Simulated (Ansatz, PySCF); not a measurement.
methoxyethane (C₃H₈O), SMILES CCOC. Atoms are numbered in the order given.

```xyz
12

C      1.4765     0.5864     0.3887
C      0.6583    -0.5880    -0.1400
O     -0.5798    -0.2155    -0.7038
C     -1.5646     0.1507     0.2238
H      2.4662     0.2405     0.7279
H      1.6238     1.3373    -0.4034
H      0.9882     1.0812     1.2430
H      1.2137    -1.0932    -0.9467
H      0.5024    -1.3361     0.6664
H     -1.3179     1.0791     0.7756
H     -1.7447    -0.6491     0.9722
H     -2.4984     0.3230    -0.3316
```
Charge 0, spin multiplicity 1.

Geometry: B3LYP-D3(BJ)/def2-SVP. Other conformers were not sampled.

Two levels are set side by side: PBE-D3(BJ)/def2-SVP (Ansatz, a first-principles code) and B3LYP-D3(BJ)/def2-SVP (Ansatz). Each level has its own optimised geometry; the coordinates shown are those of the second. Frequencies come from the Hessian of PySCF at each geometry. Differences are taken from unrounded values.

| quantity | B3LYP-D3(BJ) | PBE-D3(BJ) | PBE-D3(BJ) minus B3LYP-D3(BJ) |
|---|---|---|---|
| mean bond length (Å) | 1.198 | 1.205 | 0.007 |
| bond C1–C2 (Å) | 1.526 | 1.528 | 0.002 |
| bond C2–O3 (Å) | 1.410 | 1.416 | 0.006 |
| bond O3–C4 (Å) | 1.402 | 1.406 | 0.005 |
| bond C1–H5 (Å) | 1.102 | 1.109 | 0.007 |
| bond C1–H6 (Å) | 1.101 | 1.109 | 0.007 |
| bond C1–H7 (Å) | 1.101 | 1.109 | 0.008 |
| bond C2–H8 (Å) | 1.102 | 1.110 | 0.008 |
| bond C2–H9 (Å) | 1.111 | 1.120 | 0.009 |
| bond C4–H10 (Å) | 1.108 | 1.117 | 0.009 |
| bond C4–H11 (Å) | 1.110 | 1.119 | 0.009 |
| bond C4–H12 (Å) | 1.100 | 1.108 | 0.008 |
| highest harmonic wavenumber (cm⁻¹) | 3122 | 3071 | -52 |
| mean harmonic wavenumber (cm⁻¹) | 1576 | 1534 | -43 |
| zero-point energy (kcal/mol) | 67.60 | 65.77 | -1.83 |

Exact exchange shortens and stiffens bonds; PBE has none. Differences between two approximate levels are no errors against the true value.
